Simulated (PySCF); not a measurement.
# Molecular orbitals of BS

LDA at R = 1.609 Å; B x2c-TZVPPall, S x2c-TZVPPall; spin-free X2C with a Gaussian nucleus (PySCF 2.14). State: ²Σ⁺ (doublet), unpaired electrons σ ↑. Only the outer orbitals are listed, counted within each symmetry.

```tsv
spin	orbital	occ.	ε (eV)	on B (%)	main shells (%)
α	5σ	1	-18.57	21	76 S s, 13 B s
α	6σ	1	-10.71	37	47 S p, 35 B s, 16 S s
α	2π	1	-7.79	30	69 S p, 29 B p
α	2π	1	-7.79	30	69 S p, 29 B p
α	7σ	1	-7.28	83	43 B p, 40 B s, 17 S p
α	3π	0	-2.70	67	66 B p, 28 S p
α	3π	0	-2.70	67	66 B p, 28 S p
β	5σ	1	-18.42	19	78 S s, 12 B s
β	6σ	1	-10.29	29	56 S p, 25 B s, 14 S s
β	2π	1	-7.63	23	76 S p, 21 B p
β	2π	1	-7.63	23	76 S p, 21 B p
β	7σ	0	-5.19	92	59 B s, 33 B p, 9 S p
β	3π	0	-1.92	73	74 B p, 21 S p
β	3π	0	-1.92	73	74 B p, 21 S p
```

Task: Which are the highest filled and the lowest empty level, where do they sit, and how wide is the gap?

Result: Highest filled α 7σ at -7.28 eV (in %: 43 B p, 40 B s, 17 S p); lowest empty β 7σ at -5.19 eV (in %: 59 B s, 33 B p, 9 S p); the gap at LDA is 2.09 eV.

```json
{"bond order (Mayer)": "2.52", "⟨S²⟩": "0.764", "charge on B (Mulliken, basis-dependent)": "0.06", "charge on B (Löwdin, basis-dependent)": "-0.65", "dipole moment (positive dipole means B(−)S(+))": "-0.58 D", "polarisability along the bond": "42.7 bohr³", "polarisability across the bond": "26.2 bohr³"}
```

The state was picked by a PBE0 search and need not be the measured ground state.
